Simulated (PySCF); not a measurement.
The numbers are results of PySCF with B3LYP-D3(BJ)/def2-TZVP // B3LYP-D3(BJ)/def2-SVP, not measurements. Isolated molecules, 0 K electronic values unless said otherwise. One relaxed conformer stands for a flexible species; it need not be the lowest. B3LYP has the VWN-RPA correlation part, as in Gaussian. Delta-SCF ions had no search for a lower state. Excitations are Tamm–Dancoff values on a coarser integration grid. The basis has no diffuse functions, so Rydberg states are missing or too high.

Reference species (SMILES): `Cl[Si](Cl)(Cl)Cl` (neutral, multiplicity 1).

| Quantity | Result |
|---|---|
| vertical ionisation energy (Delta-SCF) | 11.36 eV |
| S1 oscillator strength | 0.000 |
| S1 excitation (TDA) | 6.93 eV |

Changed species: `CC[Si](Cl)(CC)CC` (3 of 4 Cl replaced by C2H5; the reference has 0 of 4 Cl replaced by C2H5).

Question: Give the shifts of the vertical ionisation energy (Delta-SCF), S1 oscillator strength and S1 excitation (TDA).

Answer: the vertical ionisation energy (Delta-SCF) falls by 1.81 eV, to 9.55 eV; the S1 oscillator strength increases by 0.011, to 0.011; the S1 excitation (TDA) increases by 0.38 eV, to 7.31 eV.
